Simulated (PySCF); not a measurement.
# Telling isomers of CH4BF apart by their spectra

These gas-phase data were calculated for one isomer of CH4BF at PBE0-D4/def2-SVP (harmonic, unscaled wavenumbers; equilibrium rotational constants with average atomic masses):

- rotational constants: 42.58, 9.52, 8.17 GHz
- all wavenumbers above 1500 cm⁻¹: 3038, 2999, 2694, 2592

Candidates:

(1) `BCF`, a singlet
(2) `CBF`, a singlet

**Question.** Which candidate do the data belong to?

**Answer.** Candidate (1). 2 modes lie between 2350 and 2900 cm⁻¹, one for each B–H bond, while (2) has 1.

The same quantities for all candidates:

|  | rotational constants (GHz) | wavenumbers above 1500 cm⁻¹ | E above the lowest, PBE0-D4/def2-SVP (kcal/mol) |
| --- | --- | --- | --- |
| (1) | 42.58, 9.52, 8.17 | 3038, 2999, 2694, 2592 | 61.9 |
| (2) | 49.18, 8.694, 7.739 | 3175, 3130, 3049, 2604 | 0.0 |

Harmonic stretches to hydrogen usually lie a few per cent above observed fundamentals. Each candidate is one conformer. Programs: PySCF 2.14.0.
